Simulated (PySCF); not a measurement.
Electric properties by functional and basis

Species: 3-amino-1-propanol, C3H9NO.
SMILES with atom numbers: `[NH2:1][CH2:2][CH2:3][CH2:4][OH:5]` (hydrogens: H6, H7 on N1; H8, H9 on C2; H10, H11 on C3; H12, H13 on C4; H14 on O5)

Geometry (PBE0-D3(BJ)/def2-SVP, Å), atoms numbered from 1 in this order:
```
atom  x, y, z in Å
N1     1.2711    0.7611    0.6402
C2     0.9341   -0.5836    0.1818
C3    -0.5750   -0.7817    0.1272
C4    -1.2743    0.1977   -0.8088
O5    -1.1780    1.5219   -0.3813
H6     1.0554    0.8639    1.6310
H7     2.2651    0.9506    0.5344
H8     1.3958   -1.3850    0.7934
H9     1.3418   -0.6995   -0.8375
H10   -1.0012   -0.6677    1.1406
H11   -0.7865   -1.8169   -0.1895
H12   -0.8597    0.0598   -1.8335
H13   -2.3453   -0.0599   -0.8755
H14   -0.2435    1.6395   -0.1227
```

PySCF, dipoles from the SCF density, polarisabilities from static response with core orbitals frozen. Geometry: PBE0-D3(BJ)/def2-SVP, one conformer, isolated molecule.

The anisotropy is √(½[(α1 − α2)² + (α2 − α3)² + (α3 − α1)²]).

```json
{"level": "LDA/def2-SVPD", "μ (D)": "3.576", "α (Å³)": "8.38", "anisotropy (Å³)": "1.29"}
{"level": "PBE/def2-SVPD", "μ (D)": "3.461", "α (Å³)": "8.28", "anisotropy (Å³)": "1.29"}
{"level": "B3LYP/def2-SVPD", "μ (D)": "3.533", "α (Å³)": "7.97", "anisotropy (Å³)": "1.20"}
{"level": "PBE0/def2-SVPD", "μ (D)": "3.528", "α (Å³)": "7.88", "anisotropy (Å³)": "1.19"}
{"level": "BHandHLYP/def2-SVPD", "μ (D)": "3.598", "α (Å³)": "7.61", "anisotropy (Å³)": "1.11"}
{"level": "CAM-B3LYP/def2-SVPD", "μ (D)": "3.610", "α (Å³)": "7.82", "anisotropy (Å³)": "1.14"}
{"level": "wB97X-D/def2-SVPD", "μ (D)": "3.568", "α (Å³)": "7.80", "anisotropy (Å³)": "1.13"}
{"level": "LC-wPBE/def2-SVPD", "μ (D)": "3.638", "α (Å³)": "7.61", "anisotropy (Å³)": "1.09"}
{"level": "HF/def2-SVPD", "μ (D)": "3.645", "α (Å³)": "7.27", "anisotropy (Å³)": "1.00"}
{"level": "PBE0/6-31G*", "μ (D)": "3.605", "α (Å³)": "6.43", "anisotropy (Å³)": "1.06"}
{"level": "PBE0/def2-SVP", "μ (D)": "3.503", "α (Å³)": "6.63", "anisotropy (Å³)": "1.05"}
{"level": "PBE0/def2-TZVP", "μ (D)": "3.464", "α (Å³)": "7.53", "anisotropy (Å³)": "1.17"}
```

The dipole runs from 3.46 D (PBE/def2-SVPD) to 3.64 D (HF/def2-SVPD). No reference polarisability is at hand; against PBE0 in the largest diffuse basis at hand (def2-SVPD) the other PBE0 rows deviate by 6-31G* -18%, def2-SVP -16%, def2-TZVP -4%. In one basis (def2-SVPD) the functionals order the polarisability from HF (lowest) to LDA (highest), a spread of 15%. With PBE0 the polarisability is 6.86 Å³ without diffuse functions (mean of 6-31G*, def2-SVP and def2-TZVP) and 7.88 Å³ with them (def2-SVPD).
